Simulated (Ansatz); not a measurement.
Wurtzite GaN, treated with PBEsol (Ansatz, a first-principles code, plane waves, PAW).

Total energies, extrapolated to zero smearing (they compare only within this program, potentials and cutoff; free atoms with spin allowed, lowest state found):

```json
[
 {"system": "wurtzite GaN, relaxed", "energy (eV/atom)": "-2061.4270"},
 {"system": "free Ga atom", "energy (eV/atom)": "-3740.1356"},
 {"system": "free N atom", "energy (eV/atom)": "-373.0392"}
]
```

Question: Work out the cohesive energy per atom.

Answer: E_coh = [1 × (-3740.1356) + 1 × (-373.0392)]/2 − (-2061.4270) = 4.84 eV/atom. The reference value is 4.53 eV/atom (measured, temperature not stated, not corrected to a static lattice; as tabulated in Zoroddu et al. (2001), arXiv:cond-mat/0011434), a difference of +0.31 eV/atom.

The PAW data were made under PBE.
